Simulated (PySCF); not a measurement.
Species: 1-chloro-1-fluoroallene, C3H2ClF.
Structure used (PBE0-D3(BJ)/def2-SVP), in Å, numbered top down from 1:
```xyz
7
C3H2ClF angstrom
C     -1.3834   -0.0337    0.0526
C     -0.0781   -0.0567   -0.0072
C      1.2279   -0.0595   -0.0690
F      1.9483   -1.1345   -0.3493
Cl     2.1959    1.3342    0.2144
H     -1.9943    0.1885   -0.8308
H     -1.9162   -0.2383    0.9892
```

Computed, not measured: PySCF, delta-SCF UKS SCAN, pcX-2 on the ionised atom, pcseg-1 elsewhere, spin-free X2C. These are vertical core ionisation energies against the vacuum level, from separate self-consistent calculations with and without the core hole.

Some binding energies are withheld.

```
atom(s)                  bonded to     level  binding energy (eV)
     C1    C (double bond) and 2 H      C 1s               291.49
     C2          2 C (double bond)      C 1s                    ?
     C3  F, Cl and C (double bond)      C 1s                    ?
     F4                          C      F 1s                    ?
    Cl5                          C     Cl 1s              2829.46
    Cl5                          C  Cl 2p3/2               206.86
```

(1) Fill in C 1s for C3.

(2) What is the F 1s binding energy of F4?

(3) Fill in C 1s for C2.

Answers

(1) 294.48 eV (outer carbon of cumulated double bonds). The other listed C 1s value is that of C1; the shift against it is +2.99 eV.

(2) 693.55 eV (vinyl fluorine).

(3) 290.94 eV (central carbon of cumulated double bonds). The other listed C 1s value is that of C1; the shift against it is -0.55 eV.

The listed C 1s values span 3.54 eV, from C2 (bonded to 2 C (double bond)) to C3 (bonded to F, Cl and C (double bond)). Summing the Pauling electronegativity differences to the bonded atoms, each weighted by its formal bond order, gives 0.00 for the lowest site and +2.04 for the highest; no listed site has a larger sum than the highest. The smallest sum, -0.70, belongs to C1, 0.55 eV above the lowest.

Problem. Which photon energy gives electrons from Cl 1s of Cl5 a kinetic energy of 20 eV, and what is their de Broglie wavelength?

Solution. hν = 2829.46 + 20 = 2849.46 eV, recoil neglected; λ = 12.264 Å/√(E/eV) = 2.74 Å.

The 2p values aren't plain energy differences: one relaxed spin-free 2p hole is combined with a matrix within the shell (ground-state 2p orbital-energy differences and spin–orbit coupling). 2p3/2, the mean of its two sublevels, lies a third of the splitting below the shell's mean and 2p1/2 two thirds above it; the statistical areas are 2:1. 2p1/2 minus 2p3/2 (ligand field included): Cl 1.65 eV. Geometry: PBE0-D3(BJ)/def2-SVP; no solvent, vibrations or thermal averaging.
